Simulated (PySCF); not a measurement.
Geometries of 2 isomers of C2H3F3S, from PySCF 2.14.0, PBE0-D3(BJ)/def2-SVP geometry optimisation, gas phase. One conformer each, no zero-point energy, no frequencies.

Task: Which is lower in electronic energy at this level?
A.
```xyz
9
angstrom
C     -1.315    0.027   -0.357
S      0.055    1.194   -0.201
C      1.298    0.041    0.415
F      1.562   -0.938   -0.452
F      2.418    0.716    0.635
F      0.930   -0.547    1.554
H     -2.162    0.604   -0.751
H     -1.067   -0.776   -1.063
H     -1.587   -0.390    0.622
```
B.
```xyz
9
angstrom
F     -1.366    0.237    0.964
C     -0.836   -0.376   -0.099
F     -1.146   -1.674   -0.009
F     -1.431    0.110   -1.184
C      0.666   -0.207   -0.141
S      1.222    1.510   -0.231
H      1.094   -0.726    0.728
H      1.038   -0.706   -1.046
H      0.795    1.858    1.001
```

Result: B. That is 2,2,2-trifluoroethanethiol (`FC(F)(F)CS`), 8.1 kcal/mol below the other.

```json
{"SMILES": "FC(F)(F)CS", "atoms numbered as above": "[F:1][C:2]([F:3])([F:4])[CH2:5][SH:6]", "E (Eh)": "-774.83301", "relative (kcal/mol)": "0.0", "relative (kJ/mol)": "0.0", "dipole (D)": "1.66"}
{"SMILES": "CSC(F)(F)F", "atoms numbered as above": "[CH3:1][S:2][C:3]([F:4])([F:5])[F:6]", "E (Eh)": "-774.82008", "relative (kcal/mol)": "8.1", "relative (kJ/mol)": "33.9", "dipole (D)": "2.12"}
```

As drawn, the lower has an S–H bond, which the higher lacks.
